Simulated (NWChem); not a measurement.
System: isobutane (C$_{4}$H$_{10}$); SMILES CC(C)C

Here is an NWChem input.

```
start job
memory heap 200 mb stack 900 mb global 1100 mb
geometry units angstroms noautoz
  C      0.464538     1.377460    -0.095023
  C      0.000000     0.000000     0.367475
  C      0.960646    -1.091032    -0.095023
  C     -1.425185    -0.286428    -0.095023
  H      1.480257     1.603674     0.266181
  H      0.483350     1.435968    -1.196654
  H     -0.205690     2.172803     0.267624
  H      0.000000     0.000000     1.473591
  H      1.984548    -0.908269     0.267624
  H      1.001909    -1.136577    -1.196654
  H      0.648694    -2.083778     0.266181
  H     -1.778858    -1.264534     0.267624
  H     -2.128952     0.480103     0.266181
  H     -1.485260    -0.299390    -1.196654
end
basis spherical
  * library 6-311++g**
end
dft
  xc b3lyp
  iterations 150
  mulliken
end
task dft energy
```

Output (shortened):

```
             Northwest Computational Chemistry Package (NWChem) 7.3.0
             --------------------------------------------------------

 C3V symmetry detected

                             Geometry "geometry" -> ""
                             -------------------------

 Output coordinates in angstroms (scale by  1.889725989 to convert to a.u.)

  No.       Tag          Charge          X              Y              Z
 ---- ---------------- ---------- -------------- -------------- --------------
    1 C                    6.0000     1.02790859     1.02790859    -0.09441947
    2 C                    6.0000     0.00000000     0.00000000     0.36807853
    3 C                    6.0000     0.37624066    -1.40414925    -0.09441947
    4 C                    6.0000    -1.40414925     0.37624066    -0.09441947
    5 H                    1.0000     2.03829892     0.78006102     0.26750603
    6 H                    1.0000     1.07136125     1.07136125    -1.19605047
    7 H                    1.0000     0.78006102     2.03829892     0.26750603
    8 H                    1.0000     0.00000000     0.00000000     1.47419453
    9 H                    1.0000     1.37518814    -1.69470212     0.26750603
   10 H                    1.0000     0.39214544    -1.46350669    -1.19605047
   11 H                    1.0000    -0.34359680    -2.15524916     0.26750603
   12 H                    1.0000    -2.15524916    -0.34359680     0.26750603
   13 H                    1.0000    -1.69470212     1.37518814     0.26750603
   14 H                    1.0000    -1.46350669     0.39214544    -1.19605047

 Effective nuclear repulsion energy (a.u.)     134.4069694900

      Symmetry information
      --------------------

 Group name             C3v
 Group number             17
 Group order               6
 No. of unique centers     5

                                 NWChem DFT Module
                                 -----------------

 Summary of "ao basis" -> "ao basis" (spherical)
 ------------------------------------------------------------------------------
       Tag                 Description            Shells   Functions and Types
 ---------------- ------------------------------  ------  ---------------------
 C                         6-311++g**               10       22   5s4p1d
 H                         6-311++g**                5        7   4s1p

      Symmetry analysis of basis
      --------------------------

        a1         44
        a2         14
        e         100

  Rotation of axis

            General Information
            -------------------
          SCF calculation type: DFT
          Wavefunction type:  closed shell.
          No. of atoms     :    14
          No. of electrons :    34
           Alpha electrons :    17
            Beta electrons :    17
          Charge           :     0
          Spin multiplicity:     1
          Use of symmetry is: on ; symmetry adaption is: on
          Maximum number of iterations: 150
          AO basis - number of functions:   158
                     number of shells:    90
          Convergence on energy requested:  1.00D-06
          Convergence on density requested:  1.00D-05
          Convergence on gradient requested:  5.00D-04

              XC Information
              --------------
                         B3LYP Method XC Potential
                     Hartree-Fock (Exact) Exchange  0.200
                        Slater Exchange Functional  0.800 local
                    Becke 1988 Exchange Functional  0.720 non-local
              Lee-Yang-Parr Correlation Functional  0.810
                  VWN I RPA Correlation Functional  0.190 local

             Grid Information
             ----------------
          Grid used for XC integration:  medium
          Radial quadrature: Mura-Knowles
          Angular quadrature: Lebedev.
          Tag              B.-S. Rad. Rad. Pts. Rad. Cut. Ang. Pts.
          ---              ---------- --------- --------- ---------
          C                   0.70       49          14.0       434
          H                   0.35       45          15.0       434
          Grid pruning is: on
          Number of quadrature shells:   233
          Spatial weights used:  Erf1

      Superposition of Atomic Density Guess
      -------------------------------------

 Sum of atomic energies:        -155.67465315

      Non-variational initial energy
      ------------------------------

 Total energy =    -158.642717
 1-e energy   =    -472.225282
 2-e energy   =     179.175596
 HOMO         =      -0.390736
 LUMO         =       0.020314

      Symmetry analysis of molecular orbitals - initial
      -------------------------------------------------

  Numbering of irreducible representations:

     1 a1          2 a2          3 e

  Orbital symmetries:

     1 a1          2 e           3 e           4 a1          5 a1
     6 e           7 e           8 a1          9 a1         10 e
    11 e          12 e          13 e          14 a2         15 e
    16 e          17 a1         18 a1         19 e          20 e
    21 a1         22 e          23 e          24 a1         25 e
    26 e          27 a2

     ---------------------------------------------
      Total Density - Mulliken Population Analysis
     ---------------------------------------------

    Atom       Charge   Shell Charges
 -----------   ------   -------------------------------------------------------
    1 C    6     6.60   1.10  0.89  0.60  0.81  1.58  0.51  0.98  0.09 -0.01  0.04
    2 C    6     6.13   1.10  0.89  0.55  0.79  1.50  0.51  0.88 -0.15 -0.02  0.08
    3 C    6     6.60   1.10  0.89  0.60  0.81  1.58  0.51  0.98  0.09 -0.01  0.04
    4 C    6     6.60   1.10  0.89  0.60  0.81  1.58  0.51  0.98  0.09 -0.01  0.04
    5 H    1     0.81   0.24  0.44  0.10  0.01  0.02
    6 H    1     0.81   0.24  0.44  0.10  0.01  0.02
    7 H    1     0.81   0.24  0.44  0.10  0.01  0.02
    8 H    1     0.79   0.25  0.44  0.09  0.00  0.02
    9 H    1     0.81   0.24  0.44  0.10  0.01  0.02
   10 H    1     0.81   0.24  0.44  0.10  0.01  0.02
   11 H    1     0.81   0.24  0.44  0.10  0.01  0.02
   12 H    1     0.81   0.24  0.44  0.10  0.01  0.02
   13 H    1     0.81   0.24  0.44  0.10  0.01  0.02
   14 H    1     0.81   0.24  0.44  0.10  0.01  0.02

   convergence    iter        energy       DeltaE   RMS-Dens  Diis-err
 ---------------- ----- ----------------- --------- --------- ---------
 d= 0,ls=0.0,diis     1   -158.4603270636 -2.93D+02  4.64D-03  5.34D-01
 d= 0,ls=0.0,diis     2   -158.5032712747 -4.29D-02  2.53D-03  2.20D-02
 d= 0,ls=0.0,diis     3   -158.5031444627  1.27D-04  9.36D-04  2.30D-02
 d= 0,ls=0.0,diis     4   -158.5060182660 -2.87D-03  9.06D-05  2.13D-04
 d= 0,ls=0.0,diis     5   -158.5060414553 -2.32D-05  2.81D-05  2.39D-05
  Resetting Diis
 d= 0,ls=0.0,diis     6   -158.5060440433 -2.59D-06  1.12D-05  1.77D-06
 d= 0,ls=0.0,diis     7   -158.5060442493 -2.06D-07  1.56D-06  6.62D-09

         Total DFT energy =     -158.506044249313
      One electron energy =     -477.355095338676
           Coulomb energy =      209.914440708961
    Exchange-Corr. energy =      -25.472359109560
 Nuclear repulsion energy =      134.406969489962

 Numeric. integr. density =       33.999928712952

                  Occupations of the irreducible representations
                  ----------------------------------------------

                     irrep           alpha         beta
                     --------     --------     --------
                     a1                6.0          6.0
                     a2                1.0          1.0
                     e                10.0         10.0

                       DFT Final Molecular Orbital Analysis
                       ------------------------------------

 Vector   15  Occ=2.000000D+00  E=-3.315951D-01  Symmetry=e
              MO Center= -5.9D-03,  1.2D-02,  1.1D-01, r^2= 3.2D+00
   Bfn.  Coefficient  Atom+Function         Bfn.  Coefficient  Atom+Function
  ----- ------------  ---------------      ----- ------------  ---------------
    29      0.225279   2 C  px               73     -0.208183   4 C  px
     7     -0.175116   1 C  px               77     -0.160069   4 C  px
    25      0.152202   2 C  px               33      0.148639   2 C  px
    69     -0.143860   4 C  px               11     -0.138971   1 C  px
    90     -0.127986   5 H  s                 3     -0.122210   1 C  px

 Vector   16  Occ=2.000000D+00  E=-3.315951D-01  Symmetry=e
              MO Center=  5.9D-03, -1.2D-02,  1.1D-01, r^2= 3.2D+00
   Bfn.  Coefficient  Atom+Function         Bfn.  Coefficient  Atom+Function
  ----- ------------  ---------------      ----- ------------  ---------------
    30      0.225279   2 C  py               52     -0.217319   3 C  py
    56     -0.165898   3 C  py                8     -0.156845   1 C  py
    26      0.152202   2 C  py               48     -0.149842   3 C  py
    34      0.148639   2 C  py              104     -0.132984   7 H  s
   146     -0.129261  13 H  s                12     -0.127313   1 C  py

 Vector   17  Occ=2.000000D+00  E=-3.225403D-01  Symmetry=a1
              MO Center=  5.7D-15, -2.3D-15,  1.3D-01, r^2= 3.0D+00
   Bfn.  Coefficient  Atom+Function         Bfn.  Coefficient  Atom+Function
  ----- ------------  ---------------      ----- ------------  ---------------
   111      0.229509   8 H  s                31      0.220954   2 C  pz
    35      0.167663   2 C  pz               27      0.153684   2 C  pz
    36      0.154018   2 C  s               110      0.149730   8 H  s
   112      0.145889   8 H  s                97      0.129905   6 H  s
   125      0.129905  10 H  s               153      0.129905  14 H  s

[...]
```

Level: B3LYP/6-311++G** (spherical d). Structure relaxed at the PBE0/def2-SVP level.
